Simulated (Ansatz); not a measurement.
This geometry of CH3O (5 atoms, charge -1, multiplicity 1) is a first-order saddle point.

All numbers below come from RKS B3LYP-D4/def2-TZVP (Ansatz).

```xyz
5
Properties=species:S:1:pos:R:3
C -0.177 0.258 0.074
O 0.598 -1.045 -0.298
H -0.579 -0.869 -0.216
H 0.054 1.060 -0.647
H 0.104 0.596 1.086
```

Task: Which two structures does it join? (They come from a converged band through this point; their orientation in space is the band's.)

Result: Bonds broken: C1–H3. Bonds formed: O2–H3.

Image 0:

```xyz
5
Properties=species:S:1:pos:R:3
C 0.034 -0.027 -0.008
O 1.043 -0.841 -0.256
H -1.020 -0.473 -0.097
H -0.054 0.901 -0.677
H -0.004 0.441 1.038
```

Image 8:

```xyz
5
Properties=species:S:1:pos:R:3
C -0.253 0.472 0.134
O 0.263 -0.920 -0.254
H -0.562 -1.391 -0.356
H 0.252 1.145 -0.601
H 0.301 0.695 1.078
```

Task: How far does it lie above each of them?

Result: 2.57 eV above the first and 1.02 eV above the second. This is the barrier of this one path; another mechanism may lie lower. The orbitals stay closed-shell, which can raise the energy where a bond breaks towards radicals; this wasn't checked here. Limits of this set-up: an anion without diffuse functions, the dipole of an ion depends on the origin.

The run took 68 s on 1 thread of Arm Neoverse V1, on a shared host, peak memory 0.11 GiB.
